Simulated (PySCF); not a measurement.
## Potential energy of NaSi along the bond

Set-up: basis Na def2-SVPD, Si def2-SVPD; no relativity; PySCF 2.14. Energies in eV from Na + Si in their ground configurations at the same level. State: ⁴Σ⁻ (quartet), unpaired electrons σ ↑, π ↑↑.

All columns are PBE0. A positive dipole means Na(−)Si(+).

| R (Å) | E (eV) | μ (D) | Mulliken charge on Na (basis-dependent) | HOMO (eV) | LUMO (eV) | Mayer bond order | ⟨S²⟩ |
| --- | --- | --- | --- | --- | --- | --- | --- |
| 2.333 | -1.132 | -6.22 | 0.54 | -4.55 | -1.76 | 0.82 | 3.75 |
| 2.442 | -1.309 | -6.49 | 0.52 | -4.45 | -1.80 | 0.83 | 3.75 |
| 2.550 | -1.407 | -6.74 | 0.51 | -4.36 | -1.84 | 0.84 | 3.75 |
| 2.632 | -1.442 | -6.93 | 0.49 | -4.30 | -1.86 | 0.85 | 3.75 |
| 2.713 | -1.451 | -7.11 | 0.48 | -4.25 | -1.88 | 0.85 | 3.75 |
| 2.794 | -1.440 | -7.28 | 0.47 | -4.20 | -1.91 | 0.85 | 3.75 |
| 2.903 | -1.403 | -7.48 | 0.45 | -4.14 | -1.93 | 0.84 | 3.75 |
| 3.039 | -1.332 | -7.71 | 0.44 | -4.08 | -1.96 | 0.82 | 3.75 |
| 3.201 | -1.224 | -7.92 | 0.42 | -4.03 | -2.00 | 0.80 | 3.75 |
| 3.418 | -1.064 | -8.08 | 0.40 | -3.99 | -2.12 | 0.75 | 3.75 |

A fit through these points gives, at Re = 2.706 Å, μ = -7.09 D and dμ/dR = -2.15 D/Å; the reduced mass is 12.62 u.

Problem. How strong is the fundamental in the double-harmonic approximation, I = 42.26·(dμ/dR)²/μred km/mol?

Solution. I = 42.26·(-2.15)²/12.62 = 15.5 km/mol at PBE0.

The state was picked by a PBE0 search and need not be the measured ground state.
